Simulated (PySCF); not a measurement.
## A rate constant, worked out

An elementary step of CH6SSi, singlet (CH₆SSi ([CH3][SiH2][SH]) → CH₄SSi ([CH3][SiH][S]) + H₂; Si–H, S–H broken or loosened, H–H formed or tightened). The start structure is the reactant molecule, and the electronic barrier above it is 2.195 eV by CCSD(T) at an estimated basis limit (MP2 extrapolated from triple and quadruple zeta, plus CCSD(T) − MP2 in triple zeta). Computed with PySCF 2.14 with density fitting (its default auxiliary sets; JK sets also for MP2 and CCSD(T)) (basis: def2-TZVPP and def2-QZVPP); correlated methods freeze the cores. Extrapolation: Hartree–Fock as exp(−7.88 √X), correlation as X^−2.97. Harmonic wavenumbers (analytic Hessian with the translational sum rule) at PBE0-D4/def2-TZVP (PySCF 2.14 with density fitting (its default auxiliary sets; JK sets also for MP2 and CCSD(T))), in cm⁻¹:

Start: 161, 167, 207, 463, 499, 595, 691, 732, 816, 885, 905, 941, 1276, 1444, 1448, 2214, 2232, 2706, 3050, 3133, 3145.

Saddle: 1135i, 138, 207, 343, 594, 674, 701, 753, 785, 898, 996, 1039, 1269, 1432, 1439, 1826, 1909, 2213, 3045, 3128, 3160.

Task: Work out the transition-state-theory rate constant at 500 K from these numbers alone (harmonic vibrations; rotation, path degeneracy and anharmonicity left out), and the Wigner tunnelling factor. Use 1 cm⁻¹ = 1.2398 × 10⁻⁴ eV and k_B = 8.617 × 10⁻⁵ eV/K.

Result: Zero-point energies, half the sums: start 27710/2 cm⁻¹ = 1.7178 eV; saddle, real modes only, 26549/2 cm⁻¹ = 1.6458 eV.
Barrier with zero-point energy: 2.195 + 1.6458 − 1.7178 = 2.1230 eV.
k_BT = 0.04309 eV, so the barrier is 49.27 k_BT.
Vibrational partition functions from the zero-point level, ln q = −Σ ln(1 − exp(−hν/k_BT)): start 4.200, saddle 3.372.
k = (k_BT/h) exp(ln q‡ − ln q) exp(−E0/k_BT), with log₁₀(k_BT/h in s⁻¹) = 13.02: log₁₀ k = 13.02 + (-0.828 − 49.27)/2.3026 = -8.74, so k ≈ 2 × 10^(-9) s⁻¹.
Wigner factor: 1 + (hν‡/k_BT)²/24 = 1 + (3.27)²/24 = 1.44. A change of 1 kcal/mol (0.043 eV) in the barrier would change k by a factor of 2.7 at this temperature.

The T1 diagnostic stays at or below 0.017.

Labels in which every atom is bracketed show which atoms are joined, not bond orders.

For scale, one of the runs: CCSD(T)/def2-TZVPP, 199 basis functions, launched by `OMP_NUM_THREADS=4 python run.py`. Hardware: 4 CPU threads of an Arm Neoverse V2, shared host. Wall time 4.7 min; peak host memory 2.1 GiB.
